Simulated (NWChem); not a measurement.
# Total energies of O (+1)

```xyz
1

O      0.0000     0.0000     0.0000
```
Charge +1, spin multiplicity 4.

Everything below was run with NWChem.

Basis set: def2-TZVP (31 functions).

```tsv
method	total energy (Ha)
UHF	-74.37400
UMP2	-74.47006
UB2PLYP	-74.54705
UPBE	-74.49433
UB3LYP	-74.57769
UBHandHLYP	-74.57269
```

Total energies of different functionals aren't comparable as a measure of quality: only differences taken within one method are. 

The correlated methods keep 1 core orbital frozen. B3LYP has NWChem's definition, with VWN1-RPA local correlation. The stability of the SCF solutions was not checked. Open-shell Hartree-Fock references start from PBE0 orbitals.
